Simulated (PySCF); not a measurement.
Nonlinear optical response: `CC(F)=C=CF`, C₄H₄F₂

Molfile (atoms numbered from 1):
```
C4H4F2
     RDKit          3D

 10  9  0  0  0  0  0  0  0  0999 V2000
   -1.5875   -0.1946   -0.2452 C   0  0  0  0  0  0  0  0  0  0  0  0
   -0.2455    0.3384   -0.5765 C   0  0  0  0  0  0  0  0  0  0  0  0
   -0.2538    1.0922   -1.6921 F   0  0  0  0  0  0  0  0  0  0  0  0
    0.8692    0.1489    0.0697 C   0  0  0  0  0  0  0  0  0  0  0  0
    1.9445   -0.0106    0.7757 C   0  0  0  0  0  0  0  0  0  0  0  0
    2.8019   -1.0233    0.5803 F   0  0  0  0  0  0  0  0  0  0  0  0
   -1.9579   -0.8074   -1.0714 H   0  0  0  0  0  0  0  0  0  0  0  0
   -2.2904    0.6304   -0.1014 H   0  0  0  0  0  0  0  0  0  0  0  0
   -1.5479   -0.7972    0.6599 H   0  0  0  0  0  0  0  0  0  0  0  0
    2.2668    0.6431    1.5795 H   0  0  0  0  0  0  0  0  0  0  0  0
  1  2  1  0
  2  3  1  0
  2  4  2  0
  4  5  2  0
  5  6  1  0
  1  7  1  0
  1  8  1  0
  1  9  1  0
  5 10  1  0
M  END
```

Method used: PySCF, quadratic response CAM-B3LYP/def2-TZVPD first hyperpolarisability, Taylor convention, gas phase. Geometry: PBE0-D3(BJ)/def2-TZVP.

**Question.** Give β for the processes computed.

**Answer.** In au, Taylor convention; the vector part is βᵢ = ⅓ Σⱼ (βᵢⱼⱼ + βⱼᵢⱼ + βⱼⱼᵢ); β∥ is 3/5 of the vector part along the dipole, the dipole points from − to +:
| process | λ (nm) | β vector norm | β∥ | β HRS | depolarisation ratio |
| --- | --- | --- | --- | --- | --- |
| static β(0;0,0) | ∞ | 82.0 | -31.9 | 34.2 | 4.88 |
| second harmonic β(−2ω;ω,ω) | 1907 | 84.5 | -31.9 | 35.2 | 4.93 |
| Pockels β(−ω;ω,0) | 1907 | 82.8 | -31.9 | – | – |
| second harmonic β(−2ω;ω,ω) | 1064 | 90.7 | -31.9 | 37.6 | 5.05 |
| Pockels β(−ω;ω,0) | 1064 | 84.7 | -31.9 | – | – |

**Question.** Which lowest excitations, dipole and polarisabilities go with it?

**Answer.** S1 5.63 eV (f = 0.002); S2 5.81 eV (f = 0.001); S3 6.77 eV (f = 0.050); dipole 2.25 D; isotropic α 54.9 au static, 55.1 au at 1907 nm, 55.5 au at 1064 nm, 55.6 au at 953.5 nm, 57.4 au at 532 nm.
